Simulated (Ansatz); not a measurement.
# C2H3N (SMILES C1=NC1): one structure at several levels

How do the functionals fare away from a minimum? The structure is a structure displaced at random from a GFN2-xTB minimum.

Program: Ansatz 0.2.0, Gaussian basis. Level of theory: single points in def2-TZVPP. These are calculated values, not measurements.

Correlated methods freeze the cores. B3LYP uses VWN-RPA correlation.

### 1 The system as given

SMILES `C1=NC1`, 6 atoms, charge 0, spin multiplicity 1.

Atoms are counted from 1 here; the program's logs count them from 0.

Bond lengths: C1–N2 1.373 Å, C1–C3 1.451 Å, C1–H4 0.865 Å, C3–H5 0.959 Å, C3–H6 1.207 Å. Angles: N2–C1–C3 72.6°, N2–C1–H4 139.5°, C3–C1–H4 147.9°, C1–C3–H5 118.2°, C1–C3–H6 118.3°, H5–C3–H6 122.4°.

Geometry (Å):

```xyz
6

C    -0.6015   -0.4874   -0.3030
N     0.4662   -1.1359    0.2678
C     0.3508    0.5255    0.1137
H    -1.3677   -0.6699   -0.6596
H     0.9428    0.8894   -0.5474
H     0.2154    1.0232    1.2046
```

### 2 CCSD(T)/def2-TZVPP

File run/in.yaml:

```yaml
crystal:
  periodic: [false, false, false]
  atoms:
    - {symbol: C, position_ang: [-0.601500, -0.487400, -0.303000]}
    - {symbol: N, position_ang: [0.466200, -1.135900, 0.267800]}
    - {symbol: C, position_ang: [0.350800, 0.525500, 0.113700]}
    - {symbol: H, position_ang: [-1.367700, -0.669900, -0.659600]}
    - {symbol: H, position_ang: [0.942800, 0.889400, -0.547400]}
    - {symbol: H, position_ang: [0.215400, 1.023200, 1.204600]}
basis:
  gaussian: {orbitals: def2-TZVPP}
correlation: {method: ccsd_t}
output: {forces: true}
```

No record of the launch command was kept for these runs.

### 3 PBE0-D4/def2-TZVPP

Changes to run/in.yaml since step 2:

```diff
@@ -11,3 +11,3 @@
   gaussian: {orbitals: def2-TZVPP}
-correlation: {method: ccsd_t}
-output: {forces: true}
+hamiltonian: {xc: pbe0, dispersion: d4}
+output: {forces: true, orbitals: {seedname: orbitals}}
```

### 4 wB97M-V/def2-TZVPP

Changes to run/in.yaml since step 3:

```diff
@@ -11,3 +11,3 @@
   gaussian: {orbitals: def2-TZVPP}
-hamiltonian: {xc: pbe0, dispersion: d4}
-output: {forces: true, orbitals: {seedname: orbitals}}
+hamiltonian: {xc: {name: wB97M-V}}
+output: {forces: true}
```

### 5 r2SCAN-D4/def2-TZVPP

Changes to run/in.yaml since step 4:

```diff
@@ -11,3 +11,3 @@
   gaussian: {orbitals: def2-TZVPP}
-hamiltonian: {xc: {name: wB97M-V}}
+hamiltonian: {xc: r2scan, dispersion: d4}
 output: {forces: true}
```

### 6 PBE-D4/def2-TZVPP

Changes to run/in.yaml since step 5:

```diff
@@ -11,3 +11,3 @@
   gaussian: {orbitals: def2-TZVPP}
-hamiltonian: {xc: r2scan, dispersion: d4}
+hamiltonian: {xc: pbe, dispersion: d4}
 output: {forces: true}
```

### 7 HSE06-D4/def2-TZVPP

Changes to run/in.yaml since step 6:

```diff
@@ -11,3 +11,3 @@
   gaussian: {orbitals: def2-TZVPP}
-hamiltonian: {xc: pbe, dispersion: d4}
+hamiltonian: {xc: hse06, dispersion: d4}
 output: {forces: true}
```

### 8 B3LYP-D4/def2-TZVPP

Changes to run/in.yaml since step 7:

```diff
@@ -11,3 +11,3 @@
   gaussian: {orbitals: def2-TZVPP}
-hamiltonian: {xc: hse06, dispersion: d4}
+hamiltonian: {xc: {name: B3LYP}, dispersion: d4}
 output: {forces: true}
```

(Steps that only read results are left out.)

**Question.** What will these runs give? Wanted: energy less free atoms, CCSD(T)/def2-TZVPP; RMS force component; RMS force error; HOMO and LUMO, PBE0-D4; T1 diagnostic.

The runs gave:

| quantity | value |
| --- | --- |
| energy less free atoms, CCSD(T)/def2-TZVPP | -2081.1 kJ/mol |
| RMS force component | 6.411 to 6.762 eV/Å over the methods |
| RMS force error | PBE0-D4 0.529, wB97M-V 0.505, r2SCAN-D4 0.302, PBE-D4 0.156, HSE06-D4 0.517, B3LYP-D4 0.333 eV/Å |
| HOMO and LUMO, PBE0-D4 | -8.22 and -1.38 eV |
| T1 diagnostic | 0.015 |

Against CCSD(T) the functionals' energies less atoms differ by -177.7 to -65.5 kJ/mol, PBE-D4 by -177.7 kJ/mol. A larger basis would deepen the CCSD(T) value, while the functionals are nearly converged already, so the order here is not reliable. On forces the order runs from PBE-D4 to PBE0-D4. Frozen-core CCSD(T) forces in triple zeta carry basis errors of their own, and this is one geometry, so small gaps rank nothing. The restricted Hartree–Fock reference is unstable towards an unrestricted one at one or more of these structures.
